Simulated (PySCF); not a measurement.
## BCl: a composite coupled-cluster calculation

State: ¹Σ⁺, singlet, closed shell. De refers to B + Cl. RHF-based CCSD(T) in PySCF 2.14 with B cc-pVTZ, Cl cc-pV(T+d)Z and B cc-pVQZ, Cl cc-pV(Q+d)Z (frozen core orbitals: 6; no relativity). Correlation energies are extrapolated as n⁻³ (n = 3, 4), Hartree–Fock as (n+1)·exp(−9√n). CV is the change on freezing 1 orbitals instead, in B cc-pwCVTZ, Cl cc-pwCVTZ. SR is the spin-free X2C energy in B cc-pVTZ-DK, Cl cc-pVTZ-DK less the non-relativistic one in B cc-pVTZ, Cl cc-pVTZ.

```
            Level  Re (Å)  ωe (cm⁻¹)  ωexe (cm⁻¹)  αe (cm⁻¹)  De (eV)
       CCSD(T)/TZ  1.7271      839.6         5.28    0.00654    5.146
       CCSD(T)/QZ  1.7231      837.9         5.37    0.00667    5.249
           HF/CBS  1.7168      853.9         5.61    0.00670    3.793
          MP2/CBS  1.7091      857.9         5.53    0.00677    5.533
         CCSD/CBS  1.7190      843.8         5.40    0.00667    5.124
      CCSD(T)/CBS  1.7218      836.8         5.40    0.00672    5.321
   CCSD(T)/CBS+CV  1.7164      842.6         5.46    0.00676    5.343
CCSD(T)/CBS+CV+SR  1.7157      842.1         5.44    0.00677    5.339
```

Question: How much is left between CCSD(T)/QZ and the basis-set limit, and how much do the triples give at the limit?

Answer: CCSD(T)/CBS less CCSD(T)/QZ: -1.3 mÅ in Re, -1.1 cm⁻¹ in ωe and +0.072 eV in De. CCSD(T)/CBS less CCSD/CBS: +2.8 mÅ in Re, -7.0 cm⁻¹ in ωe and +0.197 eV in De.

Question: What do the later terms add?

Answer: CV: -5.4 mÅ in Re, +5.8 cm⁻¹ in ωe and +0.022 eV in De; SR: -0.7 mÅ in Re, -0.5 cm⁻¹ in ωe and -0.004 eV in De, each against the row above.

The T1 diagnostic is 0.016. The open-shell atoms are computed with UHF. Spin–orbit coupling, excitations beyond (T) and corrections to the Born–Oppenheimer picture are left out.

The whole job (state search and all basis sets along the bond) took about 8.5 min on 4 threads of AMD EPYC 7R43 64-Core (shared host), peak memory 2.9 GiB.
